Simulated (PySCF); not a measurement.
**Exact simulation of a proton spin system**

Molecule: SMILES C/C=C(\C)F, C$_{4}$H$_{7}$F.

Molfile (atoms numbered from 1):
```
C4H7F
     RDKit          3D

 12 11  0  0  0  0  0  0  0  0999 V2000
    1.5642   -0.3413   -0.4449 C   0  0  0  0  0  0  0  0  0  0  0  0
    0.5140    0.7146   -0.5235 C   0  0  0  0  0  0  0  0  0  0  0  0
   -0.7206    0.6591   -0.0211 C   0  0  0  0  0  0  0  0  0  0  0  0
   -1.3994   -0.4274    0.7297 C   0  0  0  0  0  0  0  0  0  0  0  0
   -1.5291    1.7218   -0.1890 F   0  0  0  0  0  0  0  0  0  0  0  0
    1.8720   -0.6717   -1.4511 H   0  0  0  0  0  0  0  0  0  0  0  0
    1.2331   -1.2306    0.1093 H   0  0  0  0  0  0  0  0  0  0  0  0
    2.4723    0.0402    0.0508 H   0  0  0  0  0  0  0  0  0  0  0  0
    0.7685    1.6445   -1.0430 H   0  0  0  0  0  0  0  0  0  0  0  0
   -2.3002   -0.7576    0.1878 H   0  0  0  0  0  0  0  0  0  0  0  0
   -1.7305   -0.0584    1.7137 H   0  0  0  0  0  0  0  0  0  0  0  0
   -0.7443   -1.2932    0.8812 H   0  0  0  0  0  0  0  0  0  0  0  0
  1  2  1  0
  2  3  2  0
  3  4  1  0
  3  5  1  0
  1  6  1  0
  1  7  1  0
  1  8  1  0
  2  9  1  0
  4 10  1  0
  4 11  1  0
  4 12  1  0
M  END
```

Fast rotation and ring inversion assumed for equivalent nuclei, relativity neglected, one conformer, gas phase. J couplings at B3LYP/pcJ-1 (spin–dipole term only in couplings to heteroatoms); geometry: PBE0-D3(BJ)/def2-SVP; PBE0/pcSseg-1 with gauge-including orbitals; PySCF 2.14.

References, each an isolated molecule treated in the same way: 1H (σ = 31.27 ppm) against TMS.

The 8-spin Hamiltonian (Zeeman plus full scalar coupling among like nuclei) was diagonalised exactly; lines are Lorentzian, 1.0 Hz wide, and the maxima above 3 % are listed with the tallest set to 100.

Peak list at 400 MHz for the spins F5/H6/H7/H8/H9/H10/H11/H12:
| Hz | ppm | height |
| --- | --- | --- |
| 2056.1 | 5.140 | 4 |
| 2054.6 | 5.136 | 5 |
| 2049.0 | 5.122 | 6 |
| 2047.6 | 5.119 | 13 |
| 2046.1 | 5.115 | 13 |
| 2044.7 | 5.112 | 6 |
| 2040.6 | 5.101 | 6 |
| 2039.1 | 5.098 | 14 |
| 2037.6 | 5.094 | 14 |
| 2036.2 | 5.091 | 7 |
| 2035.0 | 5.088 | 6 |
| 2033.5 | 5.084 | 5 |
| 2032.1 | 5.080 | 4 |
| 2030.6 | 5.077 | 5 |
| 2029.1 | 5.073 | 6 |
| 2027.9 | 5.070 | 7 |
| 2026.5 | 5.066 | 14 |
| 2025.0 | 5.062 | 13 |
| 2023.6 | 5.059 | 6 |
| 2019.5 | 5.049 | 6 |
| 2018.0 | 5.045 | 13 |
| 2016.5 | 5.041 | 13 |
| 2015.1 | 5.038 | 6 |
| 2009.5 | 5.024 | 5 |
| 2008.0 | 5.020 | 5 |
| 743.6 | 1.859 | 23 |
| 742.0 | 1.855 | 69 |
| 740.3 | 1.851 | 100 |
| 738.7 | 1.847 | 73 |
| 737.1 | 1.843 | 25 |
| 727.0 | 1.817 | 23 |
| 725.4 | 1.813 | 69 |
| 723.7 | 1.809 | 100 |
| 722.1 | 1.805 | 73 |
| 720.5 | 1.801 | 25 |
| 664.4 | 1.661 | 23 |
| 662.7 | 1.657 | 56 |
| 661.1 | 1.653 | 73 |
| 659.4 | 1.649 | 73 |
| 657.7 | 1.644 | 57 |
| 656.0 | 1.640 | 42 |
| 654.2 | 1.636 | 58 |
| 652.6 | 1.631 | 73 |
| 650.9 | 1.627 | 72 |
| 649.2 | 1.623 | 53 |
| 647.6 | 1.619 | 21 |

Task: Extract the chemical shifts and coupling constants behind this pattern (give the signs of the calculation).

Result: 
Shifts (ppm): F5 -91.1, H6/H7/H8 1.64, H9 5.08, H10/H11/H12 1.83.
Couplings (Hz): F5–H6, F5–H7, F5–H8: 3.3; F5–H9: 21.1; F5–H10, F5–H11, F5–H12: 16.6; H6–H7, H6–H8, H7–H8: -16.4; H6–H9, H7–H9, H8–H9: 8.5; H6–H10, H6–H11, H6–H12, H7–H10, H7–H11, H7–H12 …: 1.7; H9–H10, H9–H11, H9–H12: -1.5; H10–H11, H10–H12, H11–H12: -16.2.
These are the parameters used. A line list fixes at most the relative signs, and those only where coupling is strong; other parameter sets or atom labellings may fit too, and couplings well below the line width leave little trace. Couplings within a CH3 group never show.

Unscaled 3J(H,H) at this level run about 10 % above measured values.
